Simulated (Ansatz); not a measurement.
Computed with Ansatz on PBE0-D4/def2-TZVP structures; ΔE is electronic, products minus reactants. CCSD(T)/CBS adds triple-zeta CCSD(T) − MP2 to the extrapolated MP2 energy (def2 sets, frozen cores). DFT in def2-TZVPP. Each species was taken in one conformer, which may not be the lowest.

Consider the substitution at a C–C bond: `CCC(O)CC` + `OCF` → `COCF` + `CCC(C)O`.

| species | r2SCAN-D4 energy (Eh) |
| --- | --- |
| `CCC(O)CC` | -272.93047 |
| `OCF` | -214.96316 |
| `COCF` | -254.25181 |
| `CCC(C)O` | -233.62754 |

Q: Work out ΔE.

A: ΔE = (-254.25181) + (-233.62754) − (-272.93047) − (-214.96316) = 0.01428 Eh = +37.5 kJ/mol. CCSD(T)/CBS gives +41.6 kJ/mol.

Largest T1 diagnostic among the species: 0.011.

In def2-TZVPP, CCSD(T) changes the Hartree–Fock value by +9.4 kJ/mol (the triples alone add +0.4 kJ/mol) and MP2 by +13.5 kJ/mol. Leaving LDA and LC-ωPBE aside and taking each functional with its dispersion term where it has one, the values, not all of them listed here, spread over 9.0 kJ/mol, from BLYP-D4 to PBE-QIDH. From BLYP to BHLYP (50 % exact exchange), in def2-TZVPP and without D4, ΔE moves by +4.0 kJ/mol.
